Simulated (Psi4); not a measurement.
# Two attempts at CH5Si (SMILES C[SiH2])

Aim: a single-point energy of CH5Si at UMP2/def2-TZVP (density fitting, density fitting for correlation, ddCOSMO ethanol).

The results are computed with Psi4 1.11.

1 further run of the same task is left out (set aside as unsound or not needed).

## Step 1: The structure to begin with

CH5Si: 7 atoms, total charge 0, spin state doublet. As SMILES, `C[SiH2]`. The coordinates come from a PBE0-D4/def2-TZVP relaxation.

Bond lengths: C1–Si2 1.875 Å, C1–H3 1.094 Å, C1–H4 1.092 Å, C1–H5 1.092 Å, Si2–H6 1.491 Å, Si2–H7 1.490 Å. Angles: C1–Si2–H6 111.8°, C1–Si2–H7 111.8°, Si2–C1–H3 110.5°, Si2–C1–H4 110.8°, Si2–C1–H5 110.8°, H6–Si2–H7 109.5°, H3–C1–H4 108.1°, H3–C1–H5 108.2°, H4–C1–H5 108.3°.

## Step 2: The input as first written

File ch5si.in:

```
memory 1.6 GB

molecule geom {
  0 2
  C     -0.122600    -0.803200     0.095200
  Si     0.176200     1.034800     0.314000
  H     -0.204800    -1.054900    -0.966600
  H      0.699200    -1.383300     0.519500
  H     -1.047100    -1.107700     0.589500
  H     -0.951500     1.846400    -0.225700
  H      1.450600     1.468000    -0.326000
  units bohr
  symmetry c1
}

set basis def2-TZVP
set reference uhf
set freeze_core true
set mp2_type df
set maxiter 60
set ddx true
set ddx_model cosmo
set ddx_solvent ethanol
set ddx_radii_set uff

energy_value, wavefunction = energy('mp2', return_wfn=True)
print_variables()
```

Command:

```bash
psi4 -i ch5si.in -o ch5si.out -n 1
```

ch5si.out:

```text
[...]
  Running in c1 symmetry.
[...]
  Nuclear repulsion =  105.225765574720455
[...]
  Multiplicity = 2
[...]
  Nalpha       = 13
  Nbeta        = 12
[...]
    Number of basis functions: 98
[...]
   @DF-UHF iter   1:  -325.10802143123630    5.13147e+00   1.29840e-02 DIIS/ADIIS
[...]
   @DF-UHF iter  13:  -325.63649289222047   -2.52385e-11   6.69790e-09 DIIS
[...]
   @S^2 Observed:                7.520454574E-01
[...]
    Orbital Energies [Eh]
    ---------------------
    Alpha Occupied:
       1A    -68.624844     2A    -11.245090     3A     -6.165907
       4A     -4.292435     5A     -4.260046     6A     -4.226285
       7A     -1.308743     8A     -0.948742     9A     -0.948453
      10A     -0.805311    11A     -0.518676    12A     -0.452620
      13A     -0.266232
    Alpha Virtual:
      14A      0.127725    15A      0.148752    16A      0.165770
      17A      0.225789    18A      0.279435    19A      0.279774
      20A      0.296459    21A      0.297714    22A      0.305873
      23A      0.390555    24A      0.402950    25A      0.405917
[...]
  @DF-UHF Final Energy:  -325.63649289222047
   => Energetics <=
    Nuclear Repulsion Energy =            105.2257655747204552
    One-Electron Energy =                -653.7874407789715860
    Two-Electron Energy =                 222.9374475587549682
    DD Solvation Energy =                 -0.0122652467242732
    Total Energy =                       -325.6364928922204740
  UHF NO Occupations:
  HONO-2 :   11  A 1.9998316
[...]
 Multipole Moments:
 ------------------------------------------------------------------------------------
     Multipole            Electronic (a.u.)      Nuclear  (a.u.)        Total (a.u.)
 ------------------------------------------------------------------------------------
 L = 1.  Multiply by 2.5417464519 to convert [e a0] to [Debye]
 Dipole X            :         -0.0268480           -0.2130117           -0.2398598
 Dipole Y            :         -0.1941929           -1.1590606           -1.3532535
 Dipole Z            :          0.0808577           -0.7261330           -0.6452753
 Magnitude           :                                                    1.5182911
[...]
```

Wall time 5.4 s (1 thread of INTEL XEON PLATINUM 8581C at 2.30GHz (Emerald Rapids), shared host); peak memory 0.24 GiB.

## Step 3: Reading the log

It ran to the end. The result can't be trusted all the same.

What is wrong: the coordinates are read in the wrong unit, so the molecule is scaled by the ratio of bohr to ångström. As the program read them, the closest atoms are 0.58 Å apart, against 1.09 Å in the sound input.

## Step 4: Second attempt

File input.inp:

```
memory 1600 MB

molecule mol {
  0 2
  C
  Si 1 r2
  H 1 r3 2 a3
  H 1 r4 3 a4 2 d4
  H 1 r5 4 a5 3 d5
  H 2 r6 1 a6 5 d6
  H 2 r7 6 a7 1 d7

  r2 = 1.87494
  r3 = 1.094317
  a3 = 110.52863
  r4 = 1.091743
  a4 = 108.14509
  d4 = -121.48438
  r5 = 1.091674
  a5 = 108.25734
  d5 = 116.95988
  r6 = 1.490529
  a6 = 111.77425
  d6 = -58.24645
  r7 = 1.490422
  a7 = 109.46142
  d7 = 124.39949
  symmetry c1
}

set {
  basis         def2-TZVP
  reference     uhf
  freeze_core   true
  mp2_type      df
  ddx           true
  ddx_model     cosmo
  ddx_solvent   ethanol
  ddx_radii_set uff
}

E, wfn = energy('mp2', return_wfn=True)
```

Command:

```bash
psi4 input.inp input.out -n 1
```

input.out:

```text
[...]
  Running in c1 symmetry.
[...]
  Nuclear repulsion =   55.683071782465383
[...]
  Multiplicity = 2
[...]
  Nalpha       = 13
  Nbeta        = 12
[...]
    Number of basis functions: 98
[...]
   @DF-UHF iter   1:  -329.60907471049114   -5.79179e-01   3.83063e-03 DIIS/ADIIS
[...]
   @DF-UHF iter  13:  -329.69856202916401   -3.35376e-12   4.83827e-09 DIIS
[...]
   @S^2 Observed:                7.540296360E-01
[...]
    Orbital Energies [Eh]
    ---------------------
    Alpha Occupied:
       1A    -68.773398     2A    -11.209567     3A     -6.124008
       4A     -4.237018     5A     -4.227138     6A     -4.226890
       7A     -0.948765     8A     -0.691930     9A     -0.563578
      10A     -0.562127    11A     -0.474510    12A     -0.460262
      13A     -0.321605
    Alpha Virtual:
      14A      0.119436    15A      0.161596    16A      0.170191
      17A      0.193491    18A      0.217131    19A      0.223342
      20A      0.288636    21A      0.294048    22A      0.305971
      23A      0.321048    24A      0.322208    25A      0.330659
[...]
  @DF-UHF Final Energy:  -329.69856202916401
   => Energetics <=
    Nuclear Repulsion Energy =             55.6830717824653831
    One-Electron Energy =                -565.4897858582198751
    Two-Electron Energy =                 180.1094297313135826
    DD Solvation Energy =                 -0.0012776847231340
    Total Energy =                       -329.6985620291640089
  UHF NO Occupations:
  HONO-2 :   11  A 1.9998350
[...]
 Multipole Moments:
 ------------------------------------------------------------------------------------
     Multipole            Electronic (a.u.)      Nuclear  (a.u.)        Total (a.u.)
 ------------------------------------------------------------------------------------
 L = 1.  Multiply by 2.5417464519 to convert [e a0] to [Debye]
 Dipole X            :          0.0021951           -0.0019663            0.0002288
 Dipole Y            :         -1.1222023            1.1039403           -0.0182620
 Dipole Z            :          1.9675105           -2.3714353           -0.4039248
 Magnitude           :                                                    0.4043374
[...]
```

It took 6.6 s on 1 thread of INTEL XEON PLATINUM 8581C at 2.30GHz (Emerald Rapids), shared host; peak memory 0.24 GiB.

## Step 5: What came out

Level: UMP2/def2-TZVP (density fitting, density fitting for correlation, ddCOSMO ethanol).

```
                                                  quantity          value
                                              total energy  -329.97455 Eh
HOMO energy (Hartree–Fock orbitals) (highest over α and β)       -8.75 eV
 LUMO energy (Hartree–Fock orbitals) (lowest over α and β)        1.57 eV
               correlation energy (6 core orbitals frozen)     -276.0 mEh
                                solvent term in the energy    -3.4 kJ/mol
                         ⟨S²⟩ of the reference determinant          0.754
```

The first attempt's energy was +110.008 eV off this one.
